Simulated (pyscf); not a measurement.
Optimised with ωB97X-D3(BJ)/def2-SVP in PySCF.

Question: What is the homolytic dissociation enthalpy (298 K, ωB97M-D3(BJ)/def2-TZVP) of the O–Sn bond of H₂N–Sn(NH₂)(NH₂)–OH (SMILES [NH2][Sn]([NH2])([NH2])[OH]), to H₂N–Sn•(NH₂)–NH₂ + OH•?

Answer: O–Sn to H₂N–Sn•(NH₂)–NH₂ + OH•: 3.85 eV. The 7 functionals that were run give +3.59 (B3LYP-D3(BJ)) to +3.99 eV (M06-2X). Other isomers of H₂N–Sn•(NH₂)–NH₂ were not searched in full and may lie lower. Left out: the spin-orbit lowering of OH. Elements past Kr carry the def2 core potentials, without spin-orbit coupling.
